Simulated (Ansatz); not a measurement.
```xyz
4

F     0.7100    0.0000    2.8000
F    -0.7100    0.0000    2.8000
F     0.7100    0.0000    0.0000
F    -0.7100    0.0000    0.0000
```

RHF on singlet F4 was run in several spherical basis sets with Ansatz (development build ahead of 0.2.0).

(1) Rank the basis sets by the total energy that they give, lowest first, with the distance from the lowest.
A. 6-31G
B. def2-SVP
C. cc-pVDZ

Answers

(1) C (0.00 eV), A (2.11 eV), B (9.74 eV).

Totals follow the description of the cores as much as that of the bonds, so this order isn't one of quality for chemistry.
